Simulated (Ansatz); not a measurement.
# C₃H₅P: shapes and states compared

Program: Ansatz, Gaussian basis, development build. Basis cc-pVTZ on C/H, cc-pV(T+d)Z on P, nonrelativistic, no frozen core; active space CAS(4,4). Restricted Hartree–Fock, then the lowest state-specific CASSCF solution met for each case. Single-reference values can break down or jump between states where bonds are stretched. Unlike active orbitals can shift such differences by tenths of an eV, at times by over 1 eV.

Case A, triplet:

```xyz
9

C     0.0000   -2.2294   -0.7645
C     0.0000   -0.8835   -0.7610
C     0.0000   -0.0901    0.4517
P     0.0000    1.6016    0.4301
H     0.0000   -2.7974    0.1619
H     0.0000   -2.7965   -1.6893
H     0.0000   -0.3467   -1.7097
H     0.0000   -0.6462    1.3895
H     0.0000    1.7810    1.8387
```

Case B, singlet:

| atom | x (Å) | y (Å) | z (Å) |
| --- | --- | --- | --- |
| C | 0.0000 | -1.7052 | -0.8290 |
| P | 0.0000 | -0.0300 | -0.8235 |
| C | 0.0000 | 0.3260 | 0.9525 |
| C | 0.0000 | 1.5889 | 1.4096 |
| H | 0.0000 | -2.3201 | 0.0684 |
| H | 0.0000 | -2.2377 | -1.7761 |
| H | 0.0000 | -0.5053 | 1.6578 |
| H | 0.0000 | 2.4387 | 0.7319 |
| H | 0.0000 | 1.8166 | 2.4715 |

Energy less that of case A, in eV:

```json
{"case": "B", "RHF/ROHF": "-1.743", "CASSCF": "-2.169"}
```

(1) Give the SC-NEVPT2 energies against case A.

(2) Which case is lowest, and do the methods agree?

Answers

(1) B: -2.318 eV (-53.5 kcal/mol).

(2) B is lowest in SC-NEVPT2. Of the methods shown, RHF/ROHF, CASSCF agree.
